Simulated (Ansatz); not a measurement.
A nudged elastic band was laid between two geometries of C$_{3}$H$_{6}$N$_{2}$O (12 atoms, charge 0, multiplicity 1).

Theory: RHF/def2-SVP (Ansatz 0.2.0).

* movable images: 4
* climbing image: no
* spring: 5.0 eV/Å²
* optimiser: quadratic models (default)
* start path: through a guess of the saddle point
* force threshold: 0.05 eV/Å
* iteration limit: 60
* end points: relaxed

First end point:

```xyz
12
Properties=species:S:1:pos:R:3
C -0.304 -1.596 0.847
O 0.758 -0.759 0.509
C 0.755 -0.255 -0.769
N -0.262 0.759 -0.974
C -0.296 1.866 -0.509
N -0.346 3.024 -0.168
H -0.136 -1.943 1.864
H -0.350 -2.464 0.182
H -1.261 -1.073 0.803
H 1.743 0.166 -0.947
H 0.573 -1.044 -1.500
H -0.798 3.261 0.695
```

Last end point:

```xyz
12
Properties=species:S:1:pos:R:3
C -0.249 -1.906 0.779
O 0.810 -1.023 0.575
C 0.677 -0.145 -0.466
N -0.389 0.806 -0.231
C -0.422 1.986 -0.436
N -0.555 3.157 -0.715
H 0.034 -2.569 1.593
H -0.440 -2.508 -0.115
H -1.165 -1.378 1.048
H 1.635 0.359 -0.580
H 0.443 -0.673 -1.395
H -0.302 3.839 -0.024
```

(1) What changes between the two ends?

(2) Give the energies along the band, and the barrier.

Results:

(1) No bond is made or broken. The dihedral O2–C3–N4–C5 goes from 69 to 138°.

(2) The run converged. The highest image is number 0 of 0 to 5, 0.0 kJ/mol above the first end and 1.2 kJ/mol above the last; the last end lies 1.2 kJ/mol below the first. The highest image is an end point: on this band no image between the ends rises above it.

```csv
image,path coordinate (Å),energy (kJ/mol),dihedral O2–C3–N4–C5 (°)
0,0.00,0.0,69
1,0.39,-0.1,83
2,0.77,-0.5,96
3,1.16,-0.9,110
4,1.55,-1.1,124
5,1.93,-1.2,138
```

Time of the run: 87 s on 2 threads of Arm Neoverse V1, on a shared host, peak memory 0.24 GiB.
